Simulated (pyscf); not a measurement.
PySCF, gas phase, ωB97X-D3(BJ)/def2-SVP geometries.

Estimate by transition-state theory the rate constant of `[O]=[Cr](=[O])([OH])[OH]` + `[ClH]` -> `[O]=[Cr](=[O])([OH])[Cl]` + `[OH2]` (singlet surface; Cr–O, Cl–H broken, Cl–Cr, H–O formed) at 600 K, with ωB97M-D3(BJ)/def2-TZVP energies (ideal gas, 1 atm, RRHO with modes under 100 cm⁻¹ raised to 100, one conformer, R ln 2 for chiral ones without a mode under 150 cm⁻¹; no tunnelling).

The electronic barrier is 14.7 kcal/mol and the thermal terms add +20.1, so ΔG‡ = 34.8 kcal/mol. With k_BT/h = 1.25e+13 s⁻¹ and RT = 1.192 kcal/mol, and a volume of 8.18e-20 cm³ per molecule at 1 atm, k = 2.2e-19 cm³ molecule⁻¹ s⁻¹. Wigner's tunnelling factor for 774i cm⁻¹ would be 1.14. A shift of 1 kcal/mol in the barrier changes k by a factor 2.3. One saddle was located; it need not be the lowest between these sides.
